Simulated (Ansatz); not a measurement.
**CH3BCl (SMILES C[B]Cl): UCAM-B3LYP/aug-cc-pVDZ**

Aim: the vertical doublet–quartet gap of CH3BCl at UCAM-B3LYP/aug-cc-pVDZ, from 2 runs. 

Program for the calculation: Ansatz 0.2.0.

70 further runs of the same task are left out: 70 set aside as unsound or not needed.

## 1. The structure to begin with

CH3BCl has 6 atoms, charge 0, and is taken as a doublet. SMILES: `C[B]Cl`. The shape is that of a PBE0-D4/def2-TZVP optimisation.

Bond lengths: C1–B2 1.544 Å, B2–Cl3 1.727 Å, C1–H4 1.099 Å, C1–H5 1.095 Å, C1–H6 1.091 Å. Angles: C1–B2–Cl3 126.1°, B2–C1–H4 106.5°, B2–C1–H5 113.2°, B2–C1–H6 113.0°, H4–C1–H5 107.2°, H4–C1–H6 106.6°, H5–C1–H6 109.9°.

## 2. The energy at UCAM-B3LYP/aug-cc-pVDZ

job.yaml reads:

```yaml
crystal:
  periodic: [false, false, false]
  atoms:
    - symbol: C
      position_ang: [-0.289900, 0.325200, -0.312400]
    - symbol: B
      position_ang: [0.195300, -1.059500, 0.167700]
    - symbol: Cl
      position_ang: [1.467800, -1.355700, 1.297800]
    - symbol: H
      position_ang: [-1.073500, 0.641700, 0.390700]
    - symbol: H
      position_ang: [0.494200, 1.088800, -0.289700]
    - symbol: H
      position_ang: [-0.752000, 0.295400, -1.300400]
basis:
  gaussian: {orbitals: aug-cc-pVDZ}
accuracy: high
hamiltonian: {xc: {name: CAM-B3LYP}}
magnetization: {spin_polarized: true, initial_magnetization: 1}
output: {orbitals: {seedname: orbitals}}
```

On the command line:

```
ansatz run job.yaml --threads 1 --pin off --max-ram 3480MiB --events-out events.jsonl --progress --plain --runs-dir runs
```

The log of the run:

```text
Warning: RAYON_NUM_THREADS=1 ignored (pool sized by the plan → 1); use --threads N
Functional definition: CAM-B3LYP
  name "CAM-B3LYP"
  parameter alpha = 0.19
  parameter beta = 0.46
  parameter omega = 0.33/bohr
  parameter ac = 0.81
  exchange = (1 - alpha - beta)*b88_x + beta*b88_x_sr(omega) + alpha*exact_x + beta*exact_x_lr(omega)
  correlation = (1 - ac)*vwn5_c + ac*lyp_c
1972 factors; integrals over basis functions are off by at most 3.9e-9 eV
525 factors; integrals over basis functions are off by at most 2.2e-9 eV
mean field evaluation 1: about -14278.8085 eV, gradient 3.1e1 eV
mean field evaluation 2: about -14279.8692 eV, gradient 2.6e1 eV
mean field evaluation 4: about -14283.4319 eV, gradient 1.0e0 eV
mean field evaluation 8: about -14283.4961 eV, gradient 3.3e-2 eV
mean field evaluation 16: about -14283.4961 eV, gradient 3.0e-4 eV
mean field -14283.49609265 eV, -524.9087997035 hartree, gradient 4.5e-8 eV, S^2 0.752048; 0 other end points of the search recorded, 0 dependent functions left out
reference -14283.49611381 eV, -524.9088004813 hartree; 16, 15 occupied and 84, 85 virtual orbitals, 1972 factors
Total energy: -14283.49611381 eV, -524.9088004813 hartree
```

It took 26 s on 1 thread of Intel Xeon Platinum 8259CL at 2.50GHz (Skylake/Cascade Lake), shared host; peak memory 0.49 GiB.

## 3. The quartet, same level

input.yaml reads:

```yaml
crystal:
  periodic: [false, false, false]
  atoms:
    - {symbol: C, position_ang: [-0.289900, 0.325200, -0.312400]}
    - {symbol: B, position_ang: [0.195300, -1.059500, 0.167700]}
    - {symbol: Cl, position_ang: [1.467800, -1.355700, 1.297800]}
    - {symbol: H, position_ang: [-1.073500, 0.641700, 0.390700]}
    - {symbol: H, position_ang: [0.494200, 1.088800, -0.289700]}
    - {symbol: H, position_ang: [-0.752000, 0.295400, -1.300400]}
basis:
  gaussian:
    orbitals: aug-cc-pVDZ
magnetization:
  spin_polarized: true
  initial_magnetization: 3
hamiltonian:
  xc: {name: CAM-B3LYP}
accuracy: high
output: {orbitals: {seedname: orbitals}}
```

On the command line:

```
ansatz run input.yaml --threads 1 --pin off --max-ram 3480MiB --events-out events.jsonl --progress --plain --runs-dir runs
```

The log of the run, shortened:

```text
Warning: RAYON_NUM_THREADS=1 ignored (pool sized by the plan → 1); use --threads N
[... 2 set-up lines as earlier in the session ...]
[...]
1972 factors; integrals over basis functions are off by at most 3.9e-9 eV
525 factors; integrals over basis functions are off by at most 2.2e-9 eV
[...]
mean field -14277.19824897 eV, -524.6773582172 hartree, gradient 3.9e-8 eV, S^2 3.756045; 4 other end points of the search recorded, 0 dependent functions left out
reference -14277.19826947 eV, -524.6773589706 hartree; 17, 14 occupied and 83, 86 virtual orbitals, 1972 factors
Total energy: -14277.19826947 eV, -524.6773589706 hartree
```

Wall time 42 s (1 thread of Intel Xeon Platinum 8259CL at 2.50GHz (Skylake/Cascade Lake), shared host); peak memory 0.48 GiB.

## 4. Summary of results

At UCAM-B3LYP/aug-cc-pVDZ:

| quantity | value |
| --- | --- |
| doublet: total energy | -524.90880 Eh |
| doublet: HOMO energy (highest over α and β) | -7.03 eV |
| doublet: LUMO energy (lowest over α and β) | -0.71 eV |
| doublet: ⟨S²⟩ | 0.752 |
| quartet: total energy | -524.67736 Eh |
| quartet: HOMO energy (highest over α and β) | -4.81 eV |
| quartet: ⟨S²⟩ | 3.756 |
| vertical energy of the quartet above the doublet | 6.298 eV |

What this shows: At this shape the quartet lies 6.30 eV (145 kcal/mol) above the doublet.
